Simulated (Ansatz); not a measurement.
**Elastic constant C44 of 2H WSe2 at several levels of theory**

No measured value is used here.

```csv
level (code),value (GPa),cell (Å³/atom)
PBE (Ansatz),0.69,24.27
PBE-D3(BJ) (Ansatz),___,19.84
r²SCAN (Ansatz),7.76,21.76
```

**Question.** Some entries are withheld; supply them.

**Answer.** 
- PBE-D3(BJ) (Ansatz, a quantum-chemistry and plane-wave program), value (GPa): 23.3

The crystal itself was run without spin with PBE, PBE-D3(BJ), r²SCAN; a magnetic state was not tried in these runs. Density-functional levels without +SOC have no spin–orbit coupling. PBE, r²SCAN: the cell comes from a level without a dispersion term, which matters for the spacing of layers, chains or molecules. PBE-D3(BJ): the dispersion coefficients are held fixed in the derivatives. Each level is taken at its own relaxed cell. Cutoffs differ between the levels. Ansatz's density-functional and Hartree–Fock values are scalar-relativistic unless marked +SOC, with PAW data made under PBE.
